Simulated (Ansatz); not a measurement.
Born–Oppenheimer molecular dynamics of C3H7FO2 (13 atoms, charge 0, multiplicity 1). It starts at the highest image of a converged band. Of that band: Neighbouring images differ by up to 1.3 eV, so the band resolves the path poorly. A vibrational analysis at the climbing image gives one clearly imaginary mode, 756i cm⁻¹: a first-order saddle point.

Computed with RKS PBE0-D4/def2-SVP (Ansatz).

| Property | Result |
| --- | --- |
| ensemble | NVE (velocity Verlet) |
| time step | 0.5 fs |
| steps asked | 200 |
| starting velocities drawn for | 100 K |
| seed | 5545 |

First frame:

```xyz
13
Properties=species:S:1:pos:R:3
O -0.181 -2.033 -0.095
C -0.561 -0.778 0.438
C 0.557 0.179 0.261
O 0.867 -0.050 -1.535
C 0.224 1.593 0.434
F -1.087 1.960 0.140
H -0.962 -2.594 -0.137
H -1.498 -0.425 -0.040
H -0.748 -0.820 1.532
H 1.565 -0.143 -0.752
H 0.543 -0.972 -1.577
H 0.898 2.232 -0.158
H 0.403 1.818 1.504
```

Question: How far do the bonds stretch over the last three quarters of this one trajectory? (Pairs bonded in most of those frames.)

Answer: 
| bond | mean (Å) | spread (Å) | shortest | longest |
| --- | --- | --- | --- | --- |
| O1–C2 | 1.423 | 0.005 | 1.41 | 1.43 |
| O1–H7 | 0.964 | 0.012 | 0.95 | 0.98 |
| C2–C3 | 1.481 | 0.011 | 1.46 | 1.50 |
| C2–H8 | 1.110 | 0.007 | 1.10 | 1.13 |
| C2–H9 | 1.112 | 0.019 | 1.08 | 1.14 |
| C3–C5 | 1.457 | 0.009 | 1.44 | 1.48 |
| O4–H10 | 0.968 | 0.014 | 0.95 | 0.99 |
| O4–H11 | 0.988 | 0.024 | 0.95 | 1.03 |
| C5–F6 | 1.401 | 0.010 | 1.39 | 1.43 |
| C5–H12 | 1.102 | 0.005 | 1.09 | 1.11 |
| C5–H13 | 1.110 | 0.006 | 1.10 | 1.12 |

Mean temperature of the second half: 96 K. The conserved energy stayed within 0.11 meV per atom of its start (net change 0.037 meV per atom), so the integration is sound. A run of 0.1 ps of so small a system gives no equilibrium averages. The orbitals stay closed-shell, which can raise the energy where a bond breaks towards radicals; this wasn't checked here.

Time of the run: 8.7 min on 2 threads of Intel(R) Xeon(R) Platinum 8488C (Sapphire Rapids) (shared host), peak memory 0.3 GiB.
